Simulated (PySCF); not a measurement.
# AlH₂⁻: structure of the triplet

Where does triplet AlH₂⁻ go from a linear start, is the end point a minimum, and what are its modes, charges and moments?

The runs use PySCF 2.14.0; PBE0, basis Al def2-TZVPD, H def2-TZVPD, no relativity, density fitting.

### Step 1. The system as given

3 atoms, charge -1, spin multiplicity 3.

Bond lengths: Al1–H2 1.580 Å, Al1–H3 1.580 Å. Angles: H2–Al1–H3 180.0°.

Coordinates in bohr (charge -1 multiplicity 3):
```
Al    0.0000    0.0000    0.0000
H     0.0000    0.0000    2.9858
H     0.0000    0.0000   -2.9858
```

### Step 2. Finding the electronic state

The steps below are one call of a driver around PySCF. For each, scf.py gives the equivalent set-up of the SCF; relaxations use the driver's own optimiser. After this first run the driver tries any further starts and a stability analysis.

The input, scf.py:

```python
from pyscf import gto, scf, dft
mol = gto.M(atom='''
Al     0.000000     0.000000     0.000000
H      0.000000     0.000000     1.580000
H      0.000000     0.000000    -1.580000''',
    basis={'Al': 'def2-TZVPD', 'H': 'def2-TZVPD'},
    charge=-1, spin=2)
mf = dft.UKS(mol, xc='PBE0')
mf.grids.atom_grid = (50, 194)
aux = {'Al': 'def2-universal-JKFIT', 'H': 'def2-universal-JKFIT'}
mf = mf.density_fit(auxbasis=aux)
mf.conv_tol = 1e-08
mf.diis_space = 10
mf.max_cycle = 60
mf.init_guess = 'minao'
mf.verbose = 4
mf.kernel()
```

On the command line:

```console
$ OMP_NUM_THREADS=2 python axn.py task.json out
```

The runs that follow: Relaxing the triplet from the linear start; Is it a minimum? Harmonic modes; Leaving the saddle point; Is it a minimum? Harmonic modes.

**Question.** What will these runs give? Wanted: minimum; geometry; wavenumbers; dipole moment; highest occupied, lowest empty level; polar-tensor charge of Al1; zero-point energy; ⟨S²⟩.

**Answer**, as computed:

| quantity | value |
| --- | --- |
| minimum | triplet, C2v |
| geometry | Al–H 1.630 Å (×2); H–Al–H 117.9° |
| wavenumbers (cm⁻¹) | 708 (a1), 1700 (a1), 1714 (b2) |
| dipole moment (centre of mass) | 0.01 D |
| highest occupied, lowest empty level (either spin) | 1.44, 3.33 eV |
| polar-tensor charge of Al1 | -0.36 e |
| zero-point energy | 24.7 kJ/mol |
| entropy at 298.15 K | 217.8 J/(mol K) |
| ⟨S²⟩ | 2.002 |

What this shows: The linear start (D∞h) ends in a minimum of C2v symmetry, after a stop at a second-order saddle point 82.2 kJ/mol higher, from which it was pushed off along an imaginary mode. In the infrared the band at 1714 cm⁻¹ (b2, stretch) leads. Most of the spin sits on Al1 (Mulliken spin 1.90, against 2 for the whole molecule). Only this shape and spin were tried, so other structures or states may lie lower. The highest occupied level lies above zero: either self-interaction error lifts it or the extra electron is not bound, and the basis holds it in place.
